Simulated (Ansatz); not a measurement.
CsCl-type TlBr, treated with HSE06-D3(BJ) in Ansatz (plane waves, PAW).

Input file:

Ansatz 0.2 input:
```yaml
crystal:
  lattice:
    - [3.9210492558, 0.0, 0.0]
    - [0.0, 3.9210492558, 0.0]
    - [0.0, 0.0, 3.9210492558]
  atoms:
    - { symbol: Tl, position: [0.0, 0.0, 0.0] }
    - { symbol: Br, position: [0.5, 0.5, 0.5] }
basis:
  ecutwfc: 460
  ecutrho_ratio: 4
  xc_grid: 2
kpoints:
  mp_grid: { grid: [6, 6, 6] }
hamiltonian:
  xc: hse06
  dispersion: d3bj
  pseudopotentials: { kind: paw }
scf:
  occupations: { method: fermi_dirac, width: 0.01 }
  convergence: { dr2_threshold: 0.0000000002 }
output:
  forces: true
  stress: true
  eigenvalues: true
```

### Question
How many irreducible k-points, plane waves at Γ does the program set up, and what pressure does the run end with?

### Answer
20 irreducible k-points, 1357 plane waves at Γ; P = 0.18 GPa, so the cell is compressed on average and its volume would grow at this level.

Output (set-up and result lines):

```
WARN output.stress: scf.exx.energy_threshold = 1e-6 eV is looser than the 2e-8 eV advised for a stress under a hybrid functional (1e-8 eV for each atom of the …
Crystal: 2 atoms, lattice volume = 60.285 Å³
Basis set: ecut = 460 eV, 1357 PW (Γ), exchange–correlation on 60×60×60 points (8 copies of the dense FFT grid, shifted against one another)
Bands: 14, of which v1, the nominal top of the filled ones, is band 10 counted from 1 (9 counted from 0)
Symmetry: 48 space group operations
Space group: Pm-3m (ITA 221), of the structure as read, at distance tolerance 3.9e-5 Å
k-points: 20 of 216
SCF iter   1: F=—  HF=-14229.723792 eV  |F-HF|=—  |Δ(HF+E_count)|=         —  Δρ=1.59e-3  dr2=2.79e-3
SCF iter   2: F=-14229.723159 eV  HF=-14229.723267 eV  |F-HF|=1.09e-4  |Δ(HF+E_count)|=   5.25e-4  Δρ=3.85e-4  dr2=1.56e-4
Crystal: 2 atoms, lattice volume = 60.285 Å³
Initial density: handed on by an earlier stage of this run
  ...
Crystal: 2 atoms, lattice volume = 60.285 Å³
SCF iter   4: F=—  HF=-14235.127659 eV  |F-HF|=—  |Δ(HF+E_count)|=   1.13e-8  Δρ=2.50e-6  dr2=2.89e-9
SCF iter   5: F=-14235.127659 eV  HF=-14235.127659 eV  |F-HF|=1.82e-12  |Δ(HF+E_count)|=  1.47e-10  Δρ=1.57e-7  dr2=1.06e-10
SCF 3 converged in 5 iterations: F = -14235.127659 eV  dr2 = 1.06e-10
Free energy (F): -14235.127659 eV
Internal energy: -14235.127659 eV  (E = F + TS)
E sigma→0 (E₀):  -14235.127659 eV
Fermi energy:    6.512651 eV
--- Stress (GPa, compression-positive) ---
        0.177565       0.000000       0.000000
        0.000000       0.177565       0.000000
        0.000000       0.000000       0.177565
  P = ⅓ Tr σ = 0.1776 GPa (1.776 kbar)
```

The cell is one volume of an energy–volume scan, off the minimum.

The PAW data were made under PBE.

Ansatz is a program for electronic structure.
